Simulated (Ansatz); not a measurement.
Calculated with Ansatz (gas phase, PBE0-D4/def2-TZVP geometries, no zero-point term in ΔE). CCSD(T)/CBS adds triple-zeta CCSD(T) − MP2 to the extrapolated MP2 energy (def2 sets, frozen cores). This one scheme is used for every species. DFT in def2-TZVPP. B3LYP here is the variant with VWN-RPA as its local correlation; programs differ in this. One conformer a species, not always the lowest.

`CC(C)(O)F` + CH₃OH → `COC(C)(O)F` + CH₄  (substitution at a C–C bond)

`CC(C)(O)F`:

Cartesian coordinates in Å:
```
C -0.936 -0.819 -0.313
C -0.054 0.392 -0.107
C 1.037 0.200 0.916
O 0.540 0.819 -1.280
F -0.890 1.416 0.355
H -1.413 -1.109 0.623
H -1.721 -0.588 -1.038
H -0.343 -1.655 -0.686
H 0.602 -0.054 1.882
H 1.606 1.125 1.010
H 1.709 -0.599 0.602
H -0.136 0.872 -1.964
```

CH₃OH:

```xyz
6

C    -0.027    0.028   -0.354
O    -0.432    0.140    0.991
H    -0.846    0.405   -0.967
H     0.166   -1.011   -0.647
H     0.866    0.626   -0.573
H     0.274   -0.189    1.550
```

`COC(C)(O)F`:

Z-matrix (Å, degrees):
```
C
O 1 1.411
H 1 1.095 2 111.6
H 1 1.094 2 111.6 3 -122.6
H 1 1.089 2 106.4 3 118.4
C 2 1.387 1 115.6 3 73.5
O 6 1.375 2 112.0 1 66.9
C 6 1.507 2 115.2 1 -58.3
F 6 1.372 2 102.7 1 -176.4
H 7 0.965 6 107.2 2 52.5
H 8 1.089 6 108.8 2 -172.2
H 8 1.089 6 110.7 2 68.5
H 8 1.089 6 109.3 2 -52.6
```

CH₄:

Z-matrix (Å, degrees):
```
C
H 1 1.090
H 1 1.090 2 109.5
H 1 1.090 2 109.5 3 -120.0
H 1 1.090 2 109.5 3 120.0
```

Task: Is it downhill or uphill in electronic energy at CCSD(T)/CBS, and by how much? (Best estimate.)

Result: Computed: Downhill: ΔE = -0.09 eV.

Task: What do these levels give: B3LYP-D4, ωB97M-V, B2PLYP, B3LYP, HF/def2-TZVPP, MP2/def2-TZVPP, SCS-MP2/def2-TZVPP, CCSD/def2-TZVPP, MP2/def2-QZVPP, SCS-MP2/def2-QZVPP, MP2/CBS(def2), CCSD/CBS(def2)? (Estimate.)

Result: Ansatz gave: B3LYP-D4 -0.16, ωB97M-V -0.16, B2PLYP -0.13, B3LYP -0.12, HF/def2-TZVPP -0.16, MP2/def2-TZVPP -0.12, SCS-MP2/def2-TZVPP -0.12, CCSD/def2-TZVPP -0.13, MP2/def2-QZVPP -0.09, SCS-MP2/def2-QZVPP -0.08, MP2/CBS(def2) -0.07, CCSD/CBS(def2) -0.08 eV.

Largest T1 diagnostic among the species: 0.011.

The D4 term adds −0.03 eV with B3LYP and −0.02 eV with PBE0; it sums over pairs of atoms, weighted by their polarisabilities, and B3LYP, whose exchange is more repulsive, gets the larger term.
